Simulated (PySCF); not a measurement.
This PySCF input (PBE/def2-SVPD) gives -76.29579 Eh with 39 basis functions.

```python
import numpy as np, basis_set_exchange as bse
from pyscf import gto, scf, dft, df

basis = {'H': gto.basis.parse(bse.get_basis('def2-SVPD', elements=['H'], fmt='nwchem')), 'O': gto.basis.parse(bse.get_basis('def2-SVPD', elements=['O'], fmt='nwchem'))}
mol = gto.M(
    atom='''
    O     0.00702152    0.00134342    0.11666744
    H    -0.04995842    0.75929218   -0.47415850
    H    -0.00621371   -0.77003954   -0.45918106
    ''',
    basis=basis,
    charge=0,
    verbose=4,
    max_memory=2160,
)
mf = dft.RKS(mol, xc='pbe')
mf.grids.level = 3
mf = mf.density_fit(auxbasis=df.autoaux(mol))
mf.conv_tol = 1e-9
mf.max_cycle = 100
print('smallest overlap eigenvalue', np.linalg.eigvalsh(mol.intor('int1e_ovlp'))[0])
mf.kernel()
dip = mf.dip_moment()
```

Change:
```diff
- basis = {'H': gto.basis.parse(bse.get_basis('def2-SVPD', elements=['H'], fmt='nwchem')), 'O': gto.basis.parse(bse.get_basis('def2-SVPD', elements=['O'], fmt='nwchem'))}
+ basis = {'H': gto.basis.parse(bse.get_basis('def2-QZVP', elements=['H'], fmt='nwchem')), 'O': gto.basis.parse(bse.get_basis('def2-QZVP', elements=['O'], fmt='nwchem'))}
```

**Question.** What does the run give now?

**Answer.** -76.38677 Eh (PBE/def2-QZVP, 117 functions), a change of -90.98 mEh.
